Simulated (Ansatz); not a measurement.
[H···H···CH₂], triplet along the distance H1-H2

All five atoms lie in one plane.

Starting geometry:

```yaml
atoms:
  - { symbol: H, position_ang: [-2.1606, 0.0000, 0.0000] }
  - { symbol: H, position_ang: [-1.4156, 0.0000, 0.0000] }
  - { symbol: C, position_ang: [0.1974, 0.0000, 0.0000] }
  - { symbol: H, position_ang: [0.6119, 0.0000, 0.9962] }
  - { symbol: H, position_ang: [0.6119, 0.0000, -0.9962] }
```

From there H2 is moved from one fragment to the other while all else, the fragments' distance too, stays fixed, so the hump isn't the reaction's barrier; atoms are numbered as listed. Energies are in eV, counted from the starting geometry at the same level.

Basis cc-pVTZ; Ansatz 0.2.0. Only valence electrons are correlated (noble-gas cores frozen). Prefix R: restricted or restricted open-shell reference; prefix U: unrestricted. Active spaces: valence = (8e, 8o) chosen from the atoms' valence shells.

Runs in a small pair space aren't shown, since their orbitals change along the scan.

Full CI isn't at hand for all of this; UCCSDT(Q) serves as the reference, and is uncertain by about the last step of the cluster series. The frozen core follows each run's orbitals, which can shift R against U totals by a few meV.

```tsv
distance H1-H2 (Å)	UCCSDT(Q)	error UMP2	error UCCSD	error RCCSD(T)	error UCCSD(T)	error BCCD(T)	error NEVPT2 (valence space)
0.745	0.000	0.000	0.000	0.000	0.000	0.000	0.000
0.820	0.009	0.025	0.010	0.001	0.001	0.001	-0.006
0.969	0.069	0.050	0.027	0.001	0.003	0.002	-0.017
1.119	-0.086	-0.023	0.030	0.000	0.001	0.001	-0.023
1.268	-0.244	-0.103	0.020	-0.002	-0.001	-0.002	-0.027
```

Errors are those of relative energies. In total energy the starting point itself misses UCCSDT(Q) by: UMP2 0.867, UCCSD 0.139, RCCSD(T) 0.021, UCCSD(T) 0.020, BCCD(T) 0.020, NEVPT2 (valence space) 0.829 eV.

Spread of the error over the points with a reference, to 1.268 Å (largest less smallest): RCCSD(T) 0.003, BCCD(T) 0.004, UCCSD(T) 0.005, NEVPT2 (valence space) 0.027, UCCSD 0.030, UMP2 0.153 eV.
